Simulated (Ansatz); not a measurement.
System: hcp Cd. Method: r²SCAN (Ansatz, an electronic-structure program, plane waves, PAW).

Settings: plane-wave cutoff 560 eV, 24×24×10 k mesh (along the axes of the cell as run), Fermi–Dirac smearing 0.05 eV, scalar-relativistic PAW data made under PBE.

Properties against volume:

Shape and atoms are relaxed at each volume.

```csv
V (Å³/atom),P (GPa),c (Å),a (Å)
21.104,2.08,5.604,2.949
21.544,0.95,5.683,2.959
21.984,0.00,5.767,2.967
22.423,-0.81,5.854,2.974
22.863,-1.51,5.944,2.980
```

Note: the bulk modulus comes from volumes at which shape and atoms were relaxed.
